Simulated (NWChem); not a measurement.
Molecule: ethanol (C₂H₆O); SMILES CCO

```xyz
9

C      0.2531    -1.2028     0.0291
C     -0.5506     0.0827    -0.0179
O      0.2462     1.2341     0.0728
H     -0.4036    -2.0866     0.0150
H      0.8682    -1.2401     0.9410
H      0.9298    -1.2809    -0.8387
H     -1.1851     0.0958    -0.9282
H     -1.2422     0.1225     0.8392
H      0.8487     1.2367    -0.6781
```
Atoms are numbered in this order, from 1.

Program: NWChem. Pople sets run with spherical d functions. All runs use the structure optimised with PBE0/def2-SVP. B3LYP is NWChem's, with the RPA form of VWN correlation.

What does the run give for B3LYP/6-31G*? Quantities: highest occupied level (eV); orbital gap (eV); dipole (D).


| Property | Result |
|---|---|
| highest occupied level (eV) | -7.16 |
| orbital gap (eV) | 9.28 |
| dipole (D) | 1.62 |
